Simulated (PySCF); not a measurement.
# Löwdin shares of the frontier orbitals

Species: PH₄ (charge +1).
Structure used (PBE0-D3(BJ)/def2-SVP), in Å, numbered top down from 1:
```xyz
5
PH4 angstrom
P     -0.0227    0.0150   -0.0201
H     -0.7917   -0.8582   -0.8145
H      0.2973   -0.6169    1.1977
H     -0.7609    1.1867    0.2390
H      1.1638    0.3487   -0.7024
```

Computed with TDDFT B3LYP/def2-SVPD, vertical, gas phase, core orbitals frozen in the response in PySCF.

Kohn–Sham orbitals with the atoms that hold most of them (Löwdin shares over 4%, at most four atoms):

| orbital | ε (eV) | atoms |
| --- | --- | --- |
| LUMO+2 | -6.19 | P1 56%, H5 15%, H3 12%, H4 9% |
| LUMO+1 | -6.19 | P1 56%, H2 16%, H3 10%, H5 10% |
| LUMO | -6.19 | P1 56%, H4 16%, H3 10%, H2 9% |
| HOMO | -18.88 | P1 49%, H4 32%, H3 9%, H2 7% |
| HOMO-1 | -18.88 | P1 49%, H2 28%, H3 14%, H5 6% |
| HOMO-2 | -18.88 | P1 49%, H5 29%, H3 15% |
| HOMO-3 | -26.16 | P1 47%, H3 13%, H5 13%, H2 13% |

Within 0.005 eV of a neighbour in this list lie HOMO-2/HOMO-1/HOMO and LUMO/LUMO+1/LUMO+2 (point group found: Td); within a degenerate set the shares of single atoms can hang on how the components are chosen.

Task: How does S1 compare with the orbital gap of 12.69 eV?

Result: S1 is at 11.11 eV (f = 0.0000), 1.57 eV below the gap, made of HOMO-2/HOMO-1/HOMO→LUMO/LUMO+1/LUMO+2 (99%). S1/S2/S3 lie within about 0.01 eV of each other. Without the coupling terms of the response equations the lowest excitation would equal the gap.

Next come S2 at 11.11 eV (f 0.0000), HOMO-2/HOMO-1/HOMO→LUMO/LUMO+1/LUMO+2 (99%); S3 at 11.11 eV (f 0.0000), HOMO-2/HOMO-1/HOMO→LUMO/LUMO+1/LUMO+2 (98%); S4 at 11.38 eV (f 0.0000), HOMO-2/HOMO-1/HOMO→LUMO/LUMO+1/LUMO+2 (≥62%); S5 at 11.38 eV (f 0.0000), HOMO-2/HOMO-1/HOMO→LUMO/LUMO+1/LUMO+2 (≥55%).

Orbitals of the list HOMO-3 to LUMO+2 that lie within 0.01 eV of each other are written together with a slash and their weights summed (≥ marks a lower bound); for degenerate orbitals outside that list single weights are arbitrary.

Löwdin shares depend on the basis, the more so with diffuse functions.
